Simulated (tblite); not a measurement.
# C2H2O3 (SMILES O=C=C(O)O) at GFN2-xTB

Aim: the polarisability of C2H2O3. Input form: a Python script.

The results are computed with tblite 0.8.0.

9 further runs of the same task are left out: 9 set aside as unsound or not needed.

## (1) The molecule

The species is C2H2O3 (7 atoms), meant as a singlet with charge 0. SMILES: `O=C=C(O)O`. Geometry: relaxed at GFN2-xTB. This is one conformer, not always the lowest.

Bond lengths: O1–C2 1.176 Å, C2–C3 1.320 Å, C3–O4 1.363 Å, C3–O5 1.385 Å, O4–H6 0.967 Å, O5–H7 0.962 Å. Angles: O1–C2–C3 163.3°, C2–C3–O4 122.1°, C2–C3–O5 121.8°, O4–C3–O5 113.8°, C3–O4–H6 107.4°, C3–O5–H7 111.1°.

## (2) The polarisability at GFN2-xTB

File input.xyz:

```xyz
7

O      0.991140    -1.855730     1.182920
C      0.382160    -1.059470     0.568100
C     -0.118550     0.074490     0.114710
O     -1.395110     0.464080     0.392490
O      0.453220     0.751370    -0.949580
H     -1.725170     0.945100    -0.378110
H      1.412320     0.680160    -0.930530
```

File xtb_job.py:

```python
import json
import numpy as np
from tblite.interface import Calculator
from tblite.library import ffi
from tblite.interface import symbols_to_numbers

symbols = list(map(str, np.loadtxt("input.xyz", skiprows=2, usecols=0, dtype=str, ndmin=1)))
numbers = np.array(symbols_to_numbers(symbols))
positions = np.loadtxt("input.xyz", skiprows=2, usecols=(1, 2, 3), ndmin=2) / 0.5291772

def dipole(field):
    calculator = Calculator("GFN2-xTB", numbers, positions, charge=0, uhf=0)
    calculator.set("verbosity", 0)
    calculator.set("accuracy", 0.01)
    calculator.add("electric-field", ffi.new("double[3]", list(field)))
    return calculator.singlepoint()

F = 0.001  # field step, atomic units
sp = dipole([0.0, 0.0, 0.0])
alpha = np.array([(dipole(F * v).get('dipole') - dipole(-F * v).get('dipole')) / (2 * F) for v in np.eye(3)])
print(f"E = {sp.get('energy'):.8f} Eh")
print("polarizability tensor (bohr^3)")
for row in alpha:
    print("".join(f"{v:12.4f}" for v in row))
w = np.linalg.eigvalsh((alpha + alpha.T) / 2)
print("principal values", np.round(w, 3), " isotropic %.3f" % w.mean())
out = {k: np.asarray(sp.get(k)).tolist() for k in ("energy", "gradient", "charges", "dipole", "orbital-energies", "orbital-occupations")}
out.update(symbols=symbols, positions=(positions * 0.529177210903).tolist(), alpha=alpha.tolist())
json.dump(out, open("results.json", "w"))
```

Launch:

```console
$ python xtb_job.py
```

**Question.** What will come out? Wanted: total energy; dipole moment; HOMO energy; LUMO energy; HOMO–LUMO gap; largest force on an atom; mean static polarisability.

**Answer.** As computed:

Level: GFN2-xTB.

| quantity | value |
| --- | --- |
| total energy | -17.42713 Eh |
| dipole moment | 2.49 D |
| HOMO energy | -10.05 eV |
| LUMO energy | -8.00 eV |
| HOMO–LUMO gap | 2.05 eV |
| largest force on an atom | 0.035 eV/Å |
| mean static polarisability | 21.2 bohr³ |
